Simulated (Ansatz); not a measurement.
Geometry optimisation, RKS PBE/def2-SVP (Ansatz).

input.yaml

```yaml
crystal:
  periodic: [false, false, false]
  atoms:
    - { symbol: Li, position_ang: [-2.18442, 0.23371, 0.57275] }
    - { symbol: Si, position_ang: [-0.39772, -0.77907, -0.67334] }
    - { symbol: C, position_ang: [0.48657, 0.40663, 0.30514] }
    - { symbol: H, position_ang: [0.59748, -1.48573, -1.52417] }
    - { symbol: H, position_ang: [1.55114, 0.5846, 0.29847] }
    - { symbol: H, position_ang: [-0.05305, 1.03987, 1.02115] }
basis:
  gaussian: { orbitals: def2-SVP }
hamiltonian:
  xc: pbe
relax:
  f_tol: 0.02
  max_steps: 50
output:
  orbitals: {}
```

Launched with:

```bash
$ ansatz run input.yaml --threads 1 --pin off --max-ram 2048MiB --backend cpu --events-out ev --progress --plain --runs-dir out
```

Task: Where does it end, and by what steps?

Result: The run converged. After 15 steps the energy has fallen by 0.280 eV; Li1 moved furthest, 0.65 Å. Joined: Li1–C3, Li1–H6.

```
step  energy less start (eV)  largest force component (eV/Å)  accepted
   0                  0.0000                           0.945       yes
   1                 -0.0851                           0.447       yes
   2                 -0.1507                           0.587       yes
   3                 -0.1931                           0.873       yes
   4                 -0.2385                           0.511       yes
   5                 -0.2075                           0.465        no
   6                 -0.2610                           0.083       yes
   7                 -0.2639                           0.032       yes
   8                 -0.2669                           0.140       yes
   9                 -0.2667                           0.447        no
  10                 -0.2715                           0.152       yes
  11                 -0.2733                           0.235       yes
  12                 -0.2770                           0.214       yes
  13                 -0.2747                           0.108        no
  14                 -0.2794                           0.038       yes
  15                 -0.2795                           0.012       yes
```

```xyz
6
Properties=species:S:1:pos:R:3
Li -1.754 0.640 0.314
Si -0.403 -1.104 -0.490
C 0.309 0.332 0.330
H 0.631 -1.385 -1.584
H 1.295 0.788 0.124
H -0.078 0.729 1.306
```

The run took 18 s on 1 thread of Intel(R) Xeon(R) Platinum 8488C (Sapphire Rapids) (shared host), peak memory 0.14 GiB.
